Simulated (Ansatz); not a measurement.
# C₂H₅NO: up Jacob's ladder to CCSD(T)

Aim: compute C₂H₅NO with functionals from several rungs and with coupled cluster, and see how far each lands from CCSD(T) at the basis-set limit for the atomisation energy.

Method: functionals in def2-TZVPP, the program's frozen cores in correlated methods; program: Ansatz 0.2.0, Gaussian basis.

Plan: LDA (SPW92), PBE-D4, revPBE-D4, BLYP-D4, r2SCAN-D4, B97M-V, PBE0-D4, B3LYP-D4, r2SCANh-D4, r2SCAN0-D4, HSE06-D4, BHLYP-D4, CAM-B3LYP-D4, LC-ωPBE, ωB97X-V, ωB97M-V, B2PLYP, PBE-QIDH; CCSD(T)/def2-SVP; CCSD(T)/def2-TZVPP; MP2/def2-QZVPP; extrapolation to the limit; RPA on PBE.

### 1 The relaxed structure

An earlier PBE0-D4 in a triple-zeta def2 set relaxation fixed the geometry.

SMILES `C=C(N)O`, 9 atoms, charge 0, spin multiplicity 1.

Atoms are counted from 1 here; the program's logs count them from 0.

Bond lengths: C1–C2 1.338 Å, C1–H5 1.080 Å, C1–H6 1.081 Å, C2–N3 1.376 Å, C2–O4 1.355 Å, N3–H7 1.008 Å, N3–H8 1.006 Å, O4–H9 0.961 Å. Angles: C2–C1–H5 120.9°, C2–C1–H6 120.9°, H5–C1–H6 118.1°, C1–C2–N3 126.3°, C1–C2–O4 124.2°, N3–C2–O4 109.5°, C2–N3–H7 113.9°, C2–N3–H8 114.7°, H7–N3–H8 113.4°, C2–O4–H9 108.3°.

### 2 LDA

This LDA is Slater exchange with PW92 correlation.

File in.yaml:

```yaml
crystal:
  periodic: [false, false, false]
  atoms:
    - {symbol: C, position_ang: [0.245899, 1.129821, -0.311510]}
    - {symbol: C, position_ang: [-0.066001, -0.081609, 0.164134]}
    - {symbol: N, position_ang: [0.556530, -1.266495, -0.155389]}
    - {symbol: O, position_ang: [-1.028879, -0.312096, 1.089520]}
    - {symbol: H, position_ang: [1.008860, 1.250124, -1.066523]}
    - {symbol: H, position_ang: [-0.234094, 2.018400, 0.074664]}
    - {symbol: H, position_ang: [-0.048264, -2.071649, -0.109601]}
    - {symbol: H, position_ang: [1.116152, -1.235189, -0.990394]}
    - {symbol: H, position_ang: [-1.461802, 0.522293, 1.288002]}
basis:
  gaussian: {orbitals: def2-TZVPP}
hamiltonian: {xc: lda}
output: {orbitals: {seedname: orbitals}}
```

The run is started by

```
> ansatz run in.yaml --threads 2 --pin off --events-out ev --progress --plain --max-ram 4352MiB
```

After this run come: PBE-D4 (GGA); revPBE-D4 (GGA); BLYP-D4 (GGA); r2SCAN-D4 (meta-GGA); B97M-V (meta-GGA); PBE0-D4 (hybrid); B3LYP-D4 (hybrid); r2SCANh-D4 (hybrid); r2SCAN0-D4 (hybrid); HSE06-D4 (hybrid); BHLYP-D4 (hybrid); CAM-B3LYP-D4 (range-separated); LC-ωPBE (range-separated); ωB97X-V (range-separated); ωB97M-V (range-separated); B2PLYP (double hybrid); PBE-QIDH (double hybrid); CCSD(T) in def2-SVP; CCSD(T) in def2-TZVPP; MP2 in def2-QZVPP; RPA on PBE orbitals.

Q: Predict the results of all the runs planned. Wanted: atomisation energy, CCSD(T)/CBS; farthest beyond LDA; mean size of error, GGA; mean size of error, meta-GGA; mean size of error, hybrid; mean size of error, range-separated; mean size of error, double hybrid; gap, smallest and largest; T1 diagnostic.

As calculated:

| quantity | value |
| --- | --- |
| atomisation energy, CCSD(T)/CBS | 843.8 kcal/mol |
| functionals within 4.2 kcal/mol (0.5 %) | r2SCAN-D4, B97M-V, B3LYP-D4, LC-ωPBE, ωB97X-V |
| farthest beyond LDA | BHLYP-D4 (-30.8 kcal/mol) |
| mean size of error, GGA | 14.3 kcal/mol |
| mean size of error, meta-GGA | 1.9 kcal/mol |
| mean size of error, hybrid | 11.4 kcal/mol |
| mean size of error, range-separated | 4.0 kcal/mol |
| mean size of error, double hybrid | 6.1 kcal/mol |
| gap, smallest and largest | 4.50 eV (BLYP-D4), 11.58 eV (LC-ωPBE) |
| T1 diagnostic | 0.0118 |
| triples share of the correlation energy | 3.9 % |

What this shows: The LDA atomisation energy is off by 145.1 kcal/mol (17 %): it overbinds. PBE-D4 misses by +30.0 kcal/mol. Double hybrids carry the basis error of their MP2 part in triple zeta, and no dispersion term here, so their miss is partly the set-up's. The rungs meta-GGA, range-separated miss on average by less than the doubt on the reference (4.2 kcal/mol), so they tie. Misses under about 4.2 kcal/mol are within the doubt on the reference itself, which lacks core-valence correlation, relativity and higher excitations. Hartree-Fock recovers 69 % of the binding; the rest is correlation. CCSD(T) in def2-SVP is off by -48.8 kcal/mol, which most functionals beat. The gap grows from 4.5 to 11.6 eV across the functionals, mostly with the share of exact exchange.
